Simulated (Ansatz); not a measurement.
The cluster P₃⁻. Charge -1, multiplicity 3. Geometry PBE0-D4/def2-TZVP, that of the neutral doublet.

Cartesian coordinates in Å:
```
P -1.1063 0.0163 0.3536
P 0.4211 1.0001 -0.6342
P 0.6852 -1.0164 0.2806
```

At PBE-D4/def2-TZVPD, r2SCAN-D4/def2-TZVPD, PBE0-D4/def2-TZVPD the highest occupied level of the charge -1 triplet lies above zero (up to 1.30 eV). By energy differences its removal costs 1.42 eV (vertical, to the charge 0 doublet, at PBE-D4/def2-TZVPD); a positive level beside a positive removal energy at the same level points to self-interaction error. The structure comes from a short search, and lower isomers may exist.

(1) Estimate the α-spin orbital energies around the gap (eV) in Ansatz with PBE-D4/def2-TZVPD, r2SCAN-D4/def2-TZVPD, PBE0-D4/def2-TZVPD.

Answers

(1) 
```tsv
orbital	PBE-D4/def2-TZVPD	r2SCAN-D4/def2-TZVPD	PBE0-D4/def2-TZVPD
HOMO−5	-2.72	-3.15	-4.11
HOMO−4	-2.57	-2.88	-3.71
HOMO−3	-1.54	-1.80	-2.58
HOMO−2	-1.07	-1.30	-2.04
HOMO−1	0.77	0.47	-0.29
HOMO	1.30	1.03	0.29
LUMO	3.37	3.69	4.02
LUMO+1	3.82	4.33	4.40
LUMO+2	4.12	4.41	4.88
LUMO+3	4.75	5.27	5.38
LUMO+4	5.81	6.48	6.44
LUMO+5	5.96	6.67	6.66
β HOMO	-0.80	-0.99	-1.74
β LUMO	1.95	2.24	2.83
```
